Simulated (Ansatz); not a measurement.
What a trial cell of GaAs3 relaxes into

The calculation used DFT PBE, scalar-relativistic, plane waves, PAW in Ansatz 0.2.0. Cutoff 420 eV, Γ-centred k mesh, Gaussian smearing, no spin polarisation in the final step.

The start puts GaAs3 on the Ni3Sn (D0_19) structure type (P6_3/mmc, No. 194), with Ga in place of Sn, As in place of Ni, at a guessed volume.

```xyz
8
Lattice="6.1570 0.0000 0.0000 -3.0785 5.3321 0.0000 0.0000 0.0000 4.9419" Properties=species:S:1:pos:R:3 pbc="T T T"
Ga    0.0000    3.5547    1.2355
Ga    3.0785    1.7774    3.7064
As    3.0785    3.5512    1.2355
As   -1.5362    4.4416    3.7064
As    1.5423    0.8905    1.2355
As    0.0000    1.7809    3.7064
As    4.6147    0.8905    1.2355
As    1.5362    4.4416    3.7064
```

Cell and atoms relax at zero pressure; the relaxation can't lower the symmetry of the start.

The zero of energy is the elements' standard structures at the same level; no fitted shifts are applied.

Problem. Which crystal results?

Solution. It keeps P6_3/mmc (No. 194). The result has the Ni3Sn (D0_19) structure. Conventional cell: a = 6.137 Å, c = 5.091 Å. Ga is coordinated by 12 As at 3.08–3.23 Å; around As lie 2 As at 2.69 Å, 4 As at 2.98 Å, 4 Ga at 3.08–3.23 Å and 2 As at 3.44 Å.

```cif
data_structure
_symmetry_space_group_name_H-M 'P6_3/mmc'
_symmetry_Int_Tables_number 194
_cell_length_a 6.1368
_cell_length_b 6.1368
_cell_length_c 5.0911
_cell_angle_alpha 90.000
_cell_angle_beta 90.000
_cell_angle_gamma 120.000
_cell_volume 166.05
loop_
_atom_site_label
_atom_site_type_symbol
_atom_site_symmetry_multiplicity
_atom_site_Wyckoff_symbol
_atom_site_fract_x
_atom_site_fract_y
_atom_site_fract_z
_atom_site_occupancy
Ga1 Ga 2 c 0.33333 0.66667 0.25000 1
As1 As 6 h 0.85365 0.70730 0.25000 1
```

Problem. What are its volume, energy, density and gap?

Solution. The volume per atom is 20.76 Å³, the density is 5.89 g/cm³ and the energy over the elements is 0.31 eV/atom. The gap on the 6×6×8 mesh is 0 eV (a metal).

The final run used a 6×6×8 mesh on its 8-atom cell and 0.10 eV smearing. For metals, differences of a few meV/atom aren't resolved. Symmetry constrained the relaxation, so the result can be a saddle point.

Cost: 2 runs of about 4.5 core-minutes in all, on Arm Neoverse V2 (shared hosts).